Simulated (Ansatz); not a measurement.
# C3H4O2: one species, many methods

An exercise on one series of results from a longer session: the logs are not shown, and one member is left open.

The runs use Ansatz 0.2.0, Gaussian basis; functionals in def2-TZVPP, the program's frozen cores in correlated methods.

Levels to be run: LDA (SPW92), PBE-D4, revPBE-D4, BLYP-D4, r2SCAN-D4, B97M-V, PBE0-D4, B3LYP-D4, r2SCANh-D4, r2SCAN0-D4, HSE06-D4, BHLYP-D4, CAM-B3LYP-D4, LC-ωPBE, ωB97X-V, ωB97M-V, B2PLYP, PBE-QIDH; CCSD(T)/def2-SVP; CCSD(T)/def2-TZVPP; MP2/def2-QZVPP; extrapolation to the limit; RPA on PBE.

**Structure used throughout**

The geometry comes from an earlier relaxation with PBE0-D4 in a triple-zeta def2 set; it is a stationary point, not always the lowest conformer.

SMILES `OC1=COC1`, 9 atoms, charge 0, spin multiplicity 1.

Atoms are counted from 1 here; the program's logs count them from 0.

Bond lengths: O1–C2 1.346 Å, O1–H6 0.962 Å, C2–C3 1.331 Å, C2–C5 1.506 Å, C3–O4 1.397 Å, C3–H7 1.080 Å, O4–C5 1.453 Å, C5–H8 1.093 Å, C5–H9 1.092 Å. Angles: C2–O1–H6 109.7°, O1–C2–C3 136.1°, O1–C2–C5 135.4°, C3–C2–C5 88.0°, C2–C3–O4 97.0°, C2–C3–H7 141.1°, O4–C3–H7 121.9°, C3–O4–C5 87.7°, C2–C5–O4 87.3°, C2–C5–H8 118.2°, C2–C5–H9 116.2°, O4–C5–H8 110.9°, O4–C5–H9 110.7°, H8–C5–H9 111.0°.

The first run:

Contents of in.yaml:

```yaml
crystal:
  periodic: [false, false, false]
  atoms:
    - {symbol: O, position_ang: [-0.170506, 1.828210, -0.253813]}
    - {symbol: C, position_ang: [0.117325, 0.518994, -0.129413]}
    - {symbol: C, position_ang: [1.211888, -0.233943, -0.213070]}
    - {symbol: O, position_ang: [0.628177, -1.429225, 0.213939]}
    - {symbol: C, position_ang: [-0.617901, -0.697459, 0.367787]}
    - {symbol: H, position_ang: [-1.014958, 1.932685, -0.701689]}
    - {symbol: H, position_ang: [2.262993, -0.164494, -0.450502]}
    - {symbol: H, position_ang: [-1.400744, -1.122675, -0.265238]}
    - {symbol: H, position_ang: [-0.927675, -0.678391, 1.414799]}
basis:
  gaussian: {orbitals: def2-TZVPP}
hamiltonian: {xc: lda}
output: {orbitals: {seedname: orbitals}}
```

Command:

```console
> ansatz run in.yaml --threads 2 --pin off --events-out ev --progress --plain --max-ram 4352MiB
```

Steps of the session up to this table: LDA; PBE-D4 (GGA); revPBE-D4 (GGA); BLYP-D4 (GGA); r2SCAN-D4 (meta-GGA); B97M-V (meta-GGA); PBE0-D4 (hybrid); B3LYP-D4 (hybrid); r2SCANh-D4 (hybrid); r2SCAN0-D4 (hybrid); HSE06-D4 (hybrid); BHLYP-D4 (hybrid); CAM-B3LYP-D4 (range-separated); LC-ωPBE (range-separated); ωB97X-V (range-separated); ωB97M-V (range-separated); B2PLYP (double hybrid); PBE-QIDH (double hybrid).

One table of the session follows, with a row left open; its other results are not shown here.

It belongs to the step «Frontier levels by functional». 

```
  functional  HOMO (eV)  LUMO (eV)  gap (eV)
 LDA (SPW92)      -4.93      -0.40      4.53
      PBE-D4      -4.74      -0.25      4.49
   revPBE-D4      -4.67      -0.19      4.48
     BLYP-D4      -4.63      -0.31      4.32
   r2SCAN-D4      -4.94       0.14      5.09
      B97M-V      -5.02       0.05      5.07
     PBE0-D4      -6.04       0.65      6.69
    B3LYP-D4          ?          ?         ?
  r2SCANh-D4      -5.44       0.50      5.94
  r2SCAN0-D4      -6.18       1.03      7.21
    HSE06-D4      -5.63       0.28      5.92
    BHLYP-D4      -7.22       1.26      8.49
CAM-B3LYP-D4      -7.42       1.40      8.83
     LC-ωPBE      -8.75       2.80     11.55
     ωB97X-V      -8.38       2.60     10.98
     ωB97M-V      -8.31       2.11     10.43
```

**Question.** Estimate the row for B3LYP-D4.

Worked estimate for «HOMO (eV)». Against the share of exact exchange, BLYP-D4 (0, -4.63), BHLYP-D4 (0.5, -7.22) give a slope of -5.18 per unit share; at 0.2 the line stands at -5.67.

The run gave: HOMO (eV): -5.83; LUMO (eV): 0.25; gap (eV): 6.08. In «HOMO (eV)» the line misses by +0.16.
